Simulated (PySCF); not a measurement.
Molecule: SMILES C=C(Cl)/C=C\C, C5H7Cl.

Mapped SMILES: `[CH2:1]=[C:2]([Cl:3])/[CH:4]=[CH:5]\[CH3:6]` (H(Xn): hydrogen on atom n). Ha(C1) is cis to Cl3; Hb(C1) is trans to Cl3.

Geometry PBE0-D3(BJ)/def2-SVP throughout; GIAO in PySCF 2.14, gas phase, one conformer, non-relativistic; equivalent atoms averaged; functional PBE0.

**Question.** How do the shifts δ (against TMS at the same level) depend on the basis set? (a selection of nuclei; ppm; last column core-seconds on shared hosts with different chips, so compare them loosely)

**Answer.** 
| basis set | functions | C2 | C5 | C4 | C1 | C6 | H(C5) | Ha(C1) | Hb(C1) | H(C6) | core-s |
| --- | --- | --- | --- | --- | --- | --- | --- | --- | --- | --- | --- |
| STO-3G | 41 | 121.3 | 113.2 | 107.9 | 106.2 | 20.8 | 5.82 | 5.47 | 5.43 | 1.69 | 3.1 |
| 6-31G | 72 | 143.0 | 128.6 | 124.7 | 116.4 | 17.2 | 5.93 | 5.43 | 5.59 | 2.19 | 6.1 |
| 6-31G* | 102 | 138.7 | 126.5 | 122.4 | 114.4 | 16.3 | 5.63 | 5.11 | 5.13 | 1.98 | 9.1 |
| def2-SVP | 123 | 145.7 | 130.9 | 126.5 | 115.9 | 15.0 | 5.56 | 5.18 | 5.07 | 1.95 | 11 |
| pcSseg-1 | 144 | 152.2 | 138.7 | 134.0 | 123.5 | 16.8 | 5.75 | 5.47 | 5.39 | 2.17 | 12 |
| 6-311+G(2d,p) | 212 | 151.4 | 136.7 | 132.5 | 120.5 | 15.8 | 5.91 | 5.38 | 5.29 | 2.16 | 28 |
| def2-TZVP | 234 | 153.6 | 137.9 | 133.6 | 121.6 | 16.6 | 5.92 | 5.39 | 5.34 | 2.16 | 34 |

**Question.** Which nucleus among those listed moves most, in ppm?

**Answer.** C2 (fully substituted alkene carbon): from 121.3 ppm with STO-3G to 153.6 ppm with def2-TZVP. The smallest spread is 0.36 ppm, at Ha(C1). Proton shifts span only some 12 ppm, so a few tenths of a ppm matter as much there as several ppm in carbon.

**Question.** Taking the largest basis, def2-TZVP (234 functions), as the yardstick, rank the others by their worst heavy-atom deviation.

**Answer.** pcSseg-1 1.9 ppm (144 functions), 6-311+G(2d,p) 2.2 ppm (212 functions), def2-SVP 7.9 ppm (123 functions), 6-31G 10.6 ppm (72 functions), 6-31G* 14.9 ppm (102 functions), STO-3G 32.4 ppm (41 functions).

A small basis that lands close on one nucleus may do so by chance; judge by the trend and by all nuclei.
